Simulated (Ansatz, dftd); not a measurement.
Reaction: CH3NO (SMILES NC=O) → CH3NO+ (parent SMILES NC=O, doublet) + e-
Each species at its own B3LYP-D3(BJ)/def2-TZVP minimum (Ansatz, an electronic-structure program), one conformer.

Wanted: adiabatic ionisation energy (electronic), in eV. Radicals and triplets start from unrestricted determinants; spin-orbit coupling is neglected. Correlated methods leave the cores frozen. Rows without X2C or -DK are non-relativistic. CBS(X,Y): correlation extrapolated as X^-3, Hartree-Fock from the larger set. A bracket is a step between two methods taken in the basis named. The functionals are non-relativistic, so their misses hold any scalar relativity. Double hybrids freeze cores in their MP2 part. 'core' is core correlation in cc-pwCVTZ, 'X2C' scalar relativity in cc-pVTZ-DK, both at CCSD(T). The spin of CH3NO+ (parent SMILES NC=O, doublet) was assumed, and the state is the lowest solution found for it.

```
level                                                                            program  adiabatic ionisation energy (eV)  difference against the last row
------------------------------------------------------------------------  --------------  --------------------------------  -------------------------------
HF/cc-pVQZ                                                                        Ansatz                              8.46                            -1.78
PBE-D3(BJ)/def2-TZVPD                                                     Ansatz + dftd3                             10.05                            -0.19
PBE-D4/def2-TZVPD                                                         Ansatz + dftd4                             10.06                            -0.18
r2SCANh-D4/def2-TZVPD                                                     Ansatz + dftd4                              9.91                            -0.33
B2GP-PLYP/def2-TZVPD                                                              Ansatz                             10.15                            -0.09
MP2/cc-pVQZ                                                                       Ansatz                             10.50                             0.26
CCSD(T)/cc-pVQZ                                                                   Ansatz                             10.15                            -0.09
CCSDT(Q)/cc-pVDZ                                                                  Ansatz                              9.56                            -0.68
CCSD(T)/CBS(cc-pVTZ,cc-pVQZ) + [CCSDT(Q) - CCSD(T)]/cc-pVDZ + core + X2C          Ansatz                             10.24                             0.00
```
